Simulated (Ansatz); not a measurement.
**Four-centre ligand exchange**

Start structure (SiN2H8, singlet), relaxed at PBE0-D4/def2-TZVP:

```
11
angstrom
Si -0.4123 -0.9328 -0.3503
N 1.1309 -0.2835 -0.7179
H -1.1140 -1.6754 -1.4382
H -0.1273 -1.8968 0.7526
N -1.4685 0.3660 -0.0019
H 1.2754 1.5510 1.3323
H 1.2277 2.0286 1.9072
H 1.9606 -0.8287 -0.5522
H 1.2539 0.3629 -1.4804
H -1.2723 1.0211 0.7368
H -2.4539 0.2876 -0.1880
```

The step: SiN₂H₆ ([NH2][SiH2][NH2]) + H₂ → SiNH₅ ([NH2][SiH3]) + NH₃; bonds formed: Si1–H7, N2–H6; bonds broken: Si1–N2, H6–H7. Program: Ansatz 0.2.0. Basis: def2-TZVPP and def2-QZVPP. Cores are frozen in the correlated methods. Extrapolation: Hartree–Fock as exp(−7.88 √X), correlation as X^−2.97. Energies below are by CCSD(T) at an estimated basis limit (MP2 extrapolated from triple and quadruple zeta, plus CCSD(T) − MP2 in triple zeta).

(1) What are the electronic barrier and the energy of the step, from the start structure to the end structure? (Judge from chemistry; the value comes from the calculation.)

The T1 diagnostic stays at or below 0.011.

Answers

(1) The calculation gives: Barrier 199.1 kJ/mol; step energy 37.9 kJ/mol (uphill); reverse barrier, their difference, 161.2 kJ/mol. Barrier and step energy count from the start structure, the reverse barrier from the end structure.

The saddle point: One imaginary mode of 1335i cm⁻¹.
```csv
pair,start (Å),saddle (Å),end (Å)
Si1–H7,4.07,1.88,1.48
N2–H6,2.75,1.21,1.01
Si1–N2,1.71,1.87,2.90
H6–H7,0.75,1.15,3.07
```

Zero-point energy (harmonic, PBE0-D4): ZPE is 214.1 kJ/mol at the start and 221.6 kJ/mol at the saddle, so the barrier goes from 199.1 to 206.6 kJ/mol.

Labels in which every atom is bracketed show which atoms are joined, not bond orders.

For scale, one of the runs: CCSD(T)/def2-TZVPP, 216 basis functions (an equivalent command: `ansatz run in.yaml --threads 4`). The run took 35 s on 4 CPU threads (shared host), with 3.1 GiB of host memory at its peak.
